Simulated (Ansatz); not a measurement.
System: methylsilane, CH6Si (charge 0, singlet). 
Structure (B3LYP-D3(BJ)/def2-TZVP (Ansatz, an electronic-structure program) minimum search):
```
Si
H 1 1.4834
H 1 1.4834 2 108.30
H 1 1.4834 2 108.30 3 -117.24
C 1 1.8761 2 110.62 4 -121.38
H 5 1.0915 1 110.87 2 60.00
H 5 1.0915 6 108.04 1 -121.68
H 5 1.0915 6 108.04 7 -116.65
```
Charge 0, spin multiplicity 1.

Dipole moments at this geometry, in debye (magnitudes).

| level | program | dipole (D) |
|---|---|---|
| revPBE/def2-TZVPD | Ansatz | 0.82 |
| r2SCAN/def2-TZVPD | Ansatz | 0.82 |
| r2SCAN0/def2-TZVPD | Ansatz | 0.79 |
| CAM-B3LYP/def2-TZVPD | Ansatz | 0.75 |
| wB97M-V/def2-TZVPD | Ansatz | 0.78 |
| CCSD(T)/aug-cc-pV(D+d)Z | Ansatz | 0.74 |

Measured: 0.74 D (NIST CCCBDB, as tabulated in the package chemicals), a vibrational average. This is an older compilation, not checked against later work.
